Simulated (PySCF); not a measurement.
One molecule, a ladder of functionals, a line

Molecule: SMILES C(OC)C(C)C, C$_{5}$H$_{12}$O.

Bonds (- single, = double, # triple, : aromatic): C1-O2, O2-C3, C3-C4, C4-C5, C4-C6. C1 carries H7, H8, H9; C3 carries H10, H11; C4 carries H12; C5 carries H13, H14, H15; C6 carries H16, H17, H18.

GIAO shieldings (ppm, equivalent atoms averaged) in PySCF 2.14 on the PBE0-D3(BJ)/def2-SVP geometry, basis pcSseg-1, gas phase, non-relativistic:

| functional | exact exchange (%) | σ(C3) | σ(C1) | σ(O2) |
| --- | --- | --- | --- | --- |
| BLYP | 0 | 88.7 | 113.0 | 286.8 |
| BP86 | 0 | 94.8 | 118.0 | 295.2 |
| PBE | 0 | 95.0 | 118.6 | 293.6 |
| B3LYP | 20 | 95.7 | 118.8 | 300.8 |
| PBE0 | 25 | 103.2 | 125.1 | 309.4 |
| mPW1PW91 | 25 | 102.7 | 124.2 | 308.9 |
| HF | 100 | 118.8 | 137.2 | 337.9 |

(1) Fit each shielding as a line in the percentage of exact exchange.

(2) What does the line predict for BHandHLYP (50 %), and what does the run give?

## Answers

(1) σ(C3) = 93.5 + 0.26 x (rms 2.8 ppm); σ(C1) = 117.1 + 0.21 x (rms 2.3 ppm); σ(O2) = 293.4 + 0.46 x (rms 3.6 ppm). The functionals also differ in their semilocal parts, which the line can't hold; Hartree–Fock has no correlation at all.

(2) σ(C3): 106.5 predicted, 104.7 computed; σ(C1): 127.6 predicted, 126.1 computed; σ(O2): 316.4 predicted, 317.1 computed ppm.
